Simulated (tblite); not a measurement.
Compound: C6H2 (charge +1 and doublet state).
SMILES with atom numbers: `[CH:1]#[C:2][C:3]#[C:4][C:5]=[CH+:6]` (hydrogens: H7 on C1; H8 on C6)

The geometry is computed with GFN2-xTB (gas phase). This method treats the open shell by occupation alone, without spin polarisation.

(1) List the bond lengths and angles at this level.

Results:

(1) 
```
        bond  length (Å)
C1≡C2, C5=C6       1.225
C2–C3, C4–C5       1.327
       C3≡C4       1.241
C1–H7, C6–H8       1.059
```

Bonds in one row agree within 0.01 Å and their mean is given. A selection of angles:
```
   angle  degrees
C2–C1–H7    180.0
C1–C2–C3    180.0
C2–C3–C4    180.0
```

The 5 C–C bonds span 1.225 Å (C1≡C2, drawn triple in a drawing that doesn't fit all lengths) to 1.327 Å (C4–C5, drawn single in a drawing that doesn't fit all lengths), a spread of 0.102 Å.

Point group: D∞h (every atom within 0.08 Å of its image). Its GFN2-xTB frequencies are all real (lowest 104 cm⁻¹).
